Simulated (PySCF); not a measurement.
H₂O, SMILES O.

Geometry optimised at B3LYP-D3(BJ)/def2-TZVPD.

Two levels are set side by side: TDDFT-PBE/def2-TZVPD (PySCF) and TDDFT-LC-ωPBE/def2-TZVPD (PySCF). Vertical, same geometry. The lowest singlet is HOMO→LUMO 100 % with PBE and HOMO→LUMO 94 % with the other functional; states are paired by order. Differences are taken from unrounded values.

| quantity | TDDFT-LC-ωPBE |
|---|---|
| lowest singlet excitation (eV) | 7.68 |
| lowest triplet excitation (TDA) (eV) | 7.17 |
| first bright state (f over 0.05) (eV) | 7.68 |
| its oscillator strength | 0.05 |

### Question
What does TDDFT-PBE give, and how far is it from TDDFT-LC-ωPBE? (An estimate is asked for; the answer gives what the named calculation found.)

### Answer

```tsv
quantity	TDDFT-PBE	TDDFT-PBE minus TDDFT-LC-ωPBE
lowest singlet excitation (eV)	6.73	-0.95
lowest triplet excitation (TDA) (eV)	6.31	-0.86
first bright state (f over 0.05) (eV)	8.84	1.16
its oscillator strength	0.09	0.04
```

A lower first singlet is the usual sign of a functional without exact exchange. Differences between two approximate levels are no errors against the true value.

Rough cost on one machine, each run with all the roots and properties that it gave: TDDFT-LC-ωPBE against TDDFT-PBE about 2 times.
